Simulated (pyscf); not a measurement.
Elementary routes open to `[SiH][PH2]` [singlet] + `[PH3]` in the gas phase (singlet surface):
A. `[PH2][SiH2][PH2]` (H–P broken; P–Si, H–Si formed)
B. `[PH]=[SiH][PH2]` + `[H][H]` (H–P, H–P broken; P–Si, H–H formed)

Structures and frequencies: ωB97X-D3(BJ)/def2-SVP in PySCF.

Rank the routes by free-energy barrier at 600 K, lowest first, for ωB97M-D3(BJ)/def2-TZVP energies (ideal gas, 1 atm, RRHO with modes under 100 cm⁻¹ raised to 100, one conformer, R ln 2 for chiral ones without a mode under 150 cm⁻¹).

A (109.1 kJ/mol), B (197.8 kJ/mol)

Route A is the fastest of these, ahead of the next by 88.7 kJ/mol. The most stable products are those of A (ΔG = -110.0 kJ/mol), so kinetics and thermodynamics agree. At 1200 K A is still the fastest. A: On the reactant side the descent ends in a complex, 18.6 kJ/mol under the separated species and 24.4 kJ/mol under the saddle at ωB97X-D3(BJ)/def2-TZVP. B: On the reactant side the descent ends in an adduct with a P–Si contact, 109.8 kJ/mol under the separated species and 189.3 kJ/mol under the saddle at ωB97X-D3(BJ)/def2-TZVP. Only these routes are compared; each barrier is that of the saddle found, and lower ones may exist.
